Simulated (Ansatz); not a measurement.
AsF2, doublet: reading a ladder of total energies

Geometry: a PBE0/def2-TZVP stationary point for this spin, not checked as a minimum.

```csv
atom,x (Å),y (Å),z (Å)
As,0.0000,-0.3875,0.0000
F,0.0000,0.7641,-1.2906
F,0.0000,0.7641,1.2906
```

Basis cc-pVDZ; Ansatz 0.2.0. Only valence electrons are correlated (noble-gas cores and the filled d shells of p-block atoms frozen), which leaves 19 electrons in 39 orbitals. R marks a restricted (for open shells ROHF) determinant, U an unrestricted one. No spin–orbit coupling is included, and no scalar relativity.

Full CI isn't at hand for all of this; UCCSDT(Q) serves as the reference, and is uncertain by about the last step of the cluster series.

Runs differ by some tens of microhartree through their thresholds and, for an open shell, their frozen cores, so steps under 0.03 kcal/mol mean nothing.

```
    level  total energy (hartree)
      UHF            -2433.070700
     UMP2            -2433.532474
    UCCSD            -2433.543904
 UCCSD(T)            -2433.553387
   UCCSDT            -2433.554042
UCCSDT(Q)            -2433.555386
```

What is the correlation energy at UCCSDT(Q), and what share of it do UMP2 and UCCSD(T) recover?

E(corr) = -2433.555386 − (-2433.070700) = -0.484686 hartree = -13.189 eV. UMP2: -0.461774 / -0.484686 = 95.27 %. UCCSD(T): -0.482687 / -0.484686 = 99.59 %.

By how many kcal/mol does UCCSD(T) miss UCCSDT(Q) (1 hartree = 627.509 kcal/mol), and which steps make up the rest?

-2433.553387 − (-2433.555386) = 0.001999 hartree = 1.25 kcal/mol. Steps: UCCSDT − UCCSD(T) = -0.41, UCCSDT(Q) − UCCSDT = -0.84 kcal/mol. Differences between like states or geometries often cancel part of this.
